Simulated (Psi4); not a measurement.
# H3O+ (oxonium) at r2SCAN/aug-cc-pVTZ

Aim: the energy change on altering one bond length of H3O+ (oxonium) at r2SCAN/aug-cc-pVTZ, from 2 runs. 

Program for the calculation: Psi4 1.11.

### 1 The structure to begin with

The species is H3O+ (4 atoms), meant as a singlet with charge +1. As SMILES, `[OH3+]`. The coordinates come from a PBE0-D4/def2-TZVP relaxation.

Bond lengths: O1–H2 0.978 Å, O1–H3 0.978 Å, O1–H4 0.978 Å. Angles: H2–O1–H3 113.0°, H2–O1–H4 113.0°, H3–O1–H4 113.0°.

### 2 Energy and gradient at r2SCAN/aug-cc-pVTZ

File input.json:

```json
{
  "schema_name": "qcschema_input",
  "schema_version": 1,
  "molecule": {
    "schema_name": "qcschema_molecule",
    "schema_version": 2,
    "symbols": ["O", "H", "H", "H"],
    "geometry": [0.34387346, -0.10714747, -0.09970195, 0.4139634, 1.73560006, 0.02861045, -0.77269012, -0.69596723, -1.45013803, 0.01485325, -0.93248536, 1.52126732],
    "molecular_charge": 1,
    "molecular_multiplicity": 1,
    "fix_symmetry": "c1",
    "fix_com": true,
    "fix_orientation": true
  },
  "driver": "gradient",
  "model": {
    "method": "r2scan",
    "basis": "aug-cc-pVTZ"
  },
  "keywords": {
    "reference": "rks",
    "puream": true,
    "e_convergence": 1e-09,
    "d_convergence": 1e-08,
    "scf_type": "pk",
    "dft_radial_points": 99,
    "dft_spherical_points": 590,
    "scf_properties": ["LOWDIN_CHARGES", "WIBERG_LOWDIN_INDICES", "DIPOLE"]
  }
}
```

The run is started by

```
$ psi4 --qcschema input.json -n 1 --memory 2200MB
```

stdout:

```text
[...]
  Running in c1 symmetry.
[...]
  Nuclear repulsion =   13.956307389084099
[...]
  Multiplicity = 1
[...]
  Nalpha       = 5
  Nbeta        = 5
[...]
    Number of basis functions: 115
[...]
   @RKS iter   1:   -76.60179307745081    1.69439e-01   4.93550e-03 ADIIS/DIIS
[...]
   @RKS iter   8:   -76.69740524141211   -1.70530e-12   8.67893e-10 DIIS
[...]
    Orbital Energies [Eh]
    ---------------------
    Doubly Occupied:
       1A    -19.389718     2A     -1.414429     3A     -0.902057
       4A     -0.902026     5A     -0.701954
[...]
  @RKS Final Energy:   -76.69740524141211
   => Energetics <=
    Nuclear Repulsion Energy =             13.9563073890840990
    One-Electron Energy =                -128.6037068557285750
    Two-Electron Energy =                  47.3338274616699266
    DFT Exchange-Correlation Energy =      -9.3838332364375692
    Empirical Dispersion Energy =           0.0000000000000000
    VV10 Nonlocal Energy =                  0.0000000000000000
    Total Energy =                        -76.6974052414121132
[...]
 Multipole Moments:
 ------------------------------------------------------------------------------------
     Multipole            Electronic (a.u.)      Nuclear  (a.u.)        Total (a.u.)
 ------------------------------------------------------------------------------------
 L = 1.  Multiply by 2.5417464519 to convert [e a0] to [Debye]
 Dipole X            :         -2.6831361            2.4071142           -0.2760219
 Dipole Y            :          0.8360641           -0.7500323            0.0860318
 Dipole Z            :          0.7778993           -0.6978759            0.0800234
 Magnitude           :                                                    0.2999888
[...]
  -Total Gradient:
     Atom            X                  Y                   Z
    ------   -----------------  -----------------  -----------------
       1       -0.001932552381     0.000613731378     0.000558663468
       2        0.000750682007     0.000086615312    -0.000179379203
       3        0.000539116414    -0.000345093959    -0.000435092167
       4        0.000672108756    -0.000364255228     0.000047392767
[...]
```

The result, in JSON:

```text
{
 "driver": "gradient",
 "model": {
  "method": "r2scan",
  "basis": "aug-cc-pVTZ"
 },
 "success": true,
 "return_result": [-0.0019325523808990108, 0.0006137313775678756, 0.0005586634681795863, 0.0007506820070553033, 8.661531154491309e-05, -0.0001793792034174525, 0.0005391164144644134, -0.0003450939587096302, -0.00043509216736870027, 0.0006721087555374497, -0.0003642552278530775, 4.739276654158742e-05],
 "properties": {
  "calcinfo_nbasis": 115,
  "calcinfo_nmo": 115,
  "calcinfo_nalpha": 5,
  "calcinfo_nbeta": 5,
  "calcinfo_natom": 4,
  "nuclear_repulsion_energy": 13.956307389084099,
  "return_energy": -76.69740524141211,
  "return_gradient": [-0.0019325523808990108, 0.0006137313775678756, 0.0005586634681795863, 0.0007506820070553033, 8.661531154491309e-05, -0.0001793792034174525, 0.0005391164144644134, -0.0003450939587096302, -0.00043509216736870027, 0.0006721087555374497, -0.0003642552278530775, 4.739276654158742e-05],
  "scf_one_electron_energy": -128.60370685572857,
  "scf_two_electron_energy": 47.33382746166993,
  "scf_xc_energy": -9.38383323643757,
  "scf_dipole_moment": [-0.2760218644271002, 0.0860317776770948, 0.08002339637967704],
  "scf_total_energy": -76.69740524141211,
  "scf_total_gradient": [-0.0019325523808990108, 0.0006137313775678756, 0.0005586634681795863, 0.0007506820070553033, 8.661531154491309e-05, -0.0001793792034174525, 0.0005391164144644134, -0.0003450939587096302, -0.00043509216736870027, 0.0006721087555374497, -0.0003642552278530775, 4.739276654158742e-05],
  "scf_iterations": 8
 }
}
```

Run time: 38 s. Hardware: 1 thread of Intel Xeon Platinum 8375C at 2.90GHz (Ice Lake), shared host; peak memory 0.81 GiB.

### 3 The distorted shape

File job.dat:

```
memory 2200 mb

molecule {
  1 1
  O
  H 1 R2
  H 1 R3 2 A3
  H 1 R4 2 A4 3 D4

  R2 = 0.978205
  R3 = 1.1249
  A3 = 113.02582
  R4 = 0.978188
  A4 = 113.01489
  D4 = -129.94024
  symmetry c1
}

set {
  basis aug-cc-pVTZ
  puream true
  e_convergence 1e-09
  d_convergence 1e-08
  scf_type pk
  dft_radial_points 99
  dft_spherical_points 590
}

energy_value, wavefunction = gradient('r2scan', return_wfn=True)
```

The run is started by

```
$ psi4 job.dat job.out -n 1
```

job.out:

```text
[...]
  Running in c1 symmetry.
[...]
  Nuclear repulsion =   13.346049755232938
[...]
  Multiplicity = 1
[...]
  Nalpha       = 5
  Nbeta        = 5
[...]
    Number of basis functions: 115
[...]
   @RKS iter   1:   -76.58831297526515    1.33517e-01   4.83886e-03 DIIS/ADIIS
[...]
   @RKS iter   8:   -76.68407871232311   -2.41442e-11   5.36464e-09 DIIS
[...]
    Orbital Energies [Eh]
    ---------------------
    Doubly Occupied:
       1A    -19.384301     2A     -1.385615     3A     -0.888792
       4A     -0.857795     5A     -0.687127
[...]
  @RKS Final Energy:   -76.68407871232311
   => Energetics <=
    Nuclear Repulsion Energy =             13.3460497552329382
    One-Electron Energy =                -127.6039760448809375
    Two-Electron Energy =                  46.9032772393104622
    DFT Exchange-Correlation Energy =      -9.3294296619855750
    Empirical Dispersion Energy =           0.0000000000000000
    VV10 Nonlocal Energy =                  0.0000000000000000
    Total Energy =                        -76.6840787123231138
[...]
 Multipole Moments:
 ------------------------------------------------------------------------------------
     Multipole            Electronic (a.u.)      Nuclear  (a.u.)        Total (a.u.)
 ------------------------------------------------------------------------------------
 L = 1.  Multiply by 2.5417464519 to convert [e a0] to [Debye]
 Dipole X            :          0.0368276           -0.5440755           -0.5072479
 Dipole Y            :          0.0210052            0.3604171            0.3814223
 Dipole Z            :         -0.0275719            0.1227688            0.0951969
 Magnitude           :                                                    0.6417522
[...]
  -Total Gradient:
     Atom            X                  Y                   Z
    ------   -----------------  -----------------  -----------------
       1       -0.005349703973    -0.069836742975     0.032404627459
       2        0.001770665880    -0.002165489954     0.000858284111
       3        0.002419890211     0.074629642523    -0.032963160967
       4        0.001185986022    -0.002636305373    -0.000309610836
[...]
```

It took 38 s on 1 thread of Intel Xeon Platinum 8375C at 2.90GHz (Ice Lake), shared host; peak memory 0.82 GiB.

### 4 Results

Level: r2SCAN/aug-cc-pVTZ.

```
                                                         quantity         value
                                        first shape: total energy  -76.69741 Eh
                                         first shape: HOMO energy     -19.10 eV
                                         first shape: LUMO energy      -7.20 eV
                                       first shape: HOMO–LUMO gap      11.90 eV
                            first shape: largest force on an atom    0.108 eV/Å
                                    distorted shape: total energy  -76.68408 Eh
                                     distorted shape: HOMO energy     -18.70 eV
                                     distorted shape: LUMO energy      -8.09 eV
                                   distorted shape: HOMO–LUMO gap      10.61 eV
                        distorted shape: largest force on an atom    4.197 eV/Å
energy change with the O1–H3 bond stretched from 0.978 to 1.125 Å      0.363 eV
```

**Reading.** With the O1–H3 bond stretched from 0.978 to 1.125 Å the energy rises by 0.36 eV (35.0 kJ/mol). The first shape isn't relaxed at this level, so the change isn't measured from a minimum.
